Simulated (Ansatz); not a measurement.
## How far each method lies from full CI for HCSi, quartet

Geometry: a point of a stretch scan, not a stationary point.

```tsv
atom	x (Å)	y (Å)	z (Å)
Si	0.0000	0.1238	4.6244
C	0.0000	-0.4287	-1.9052
H	0.0000	0.3049	-2.7192
```

Basis 6-31G; Ansatz 0.2.0. Correlated methods freeze the noble-gas cores, which leaves 9 electrons in 18 orbitals. R marks a restricted (for open shells ROHF) determinant, U an unrestricted one. Active spaces: pair = (5e, 5o) about the gap; valence = (9e, 9o) chosen from the atoms' valence shells.

Full CI is exact within this basis and frozen core; it isn't the basis-set limit. The frozen core follows each run's orbitals, which can shift R against U totals by a few meV.

For open shells CISD is restricted-active-space CI with the open shells as a complete middle space.

- UHF ⟨S²⟩: 4.080
- ⟨S²⟩ of the determinant under UCCSD: 3.753
- T1 diagnostic (RCCSD): 0.0090
- largest doubles amplitude (RCCSD): 0.111
- T1 diagnostic (UCCSD): 0.0063

```csv
level,E − E(full CI) (kJ/mol),share of correlation (%),wall time
RHF,234.2,0.00,–
RMP2,77.5,66.91,–
UMP2†,76.9,–,–
CISD,13.7,94.17,1.2 s
RCCSD,3.2,98.65,–
UCCSD†,3.2,–,–
RCCSD(T),0.9,99.61,3.9 s
UCCSD(T)†,1.0,–,9.5 s
BCCD(T),0.9,99.60,3.8 s
RCCSDT,0.1,99.95,–
UCCSDT†,0.2,–,–
RCCSDT(Q),0.0,99.98,15 s
UCCSDT(Q)†,0.1,–,20 s
CASSCF (pair space),185.2,20.94,–
MRCISD (pair space),9.5,95.93,–
MRCISD+Q (pair space),-1.7,100.71,2.6 s
CASSCF (valence space),98.9,57.79,–
NEVPT2 (valence space),32.3,86.22,2.4 s
MRCISD (valence space),2.2,99.05,–
MRCISD+Q (valence space),0.0,100.02,3.8 s
```

A dagger marks rows that describe another state than the reference (another or a broken symmetry, a higher spin or other natural occupations), so the difference isn't the method's error.

The correlation energy at full CI, counted from RHF, is -2.427 eV. That run took 16 s on 2 threads of AMD EPYC 7R13 with a shared H100 80 GB, shared host over 7,588,672 determinants.

Run but not shown, since their state or frozen core can't be matched to the reference's or they repeat it: UHF.

Times hold each run's SCF and search for its determinant on a shared host, so for small cases they say little of a method's own cost; they ran on 1 thread of AMD EPYC 7R13.

More than 5 meV below full CI, which no variational method can be: MRCISD+Q (pair space).

The full-CI state has the irrep A'' of Cs, in the program's axes.

Natural occupations of full CI about the gap: 1.972 1.951 1.930 0.997 0.990 0.987 0.063 0.044 0.026 0.010; effectively unpaired electrons, Σ n²(2−n)², 3.06.
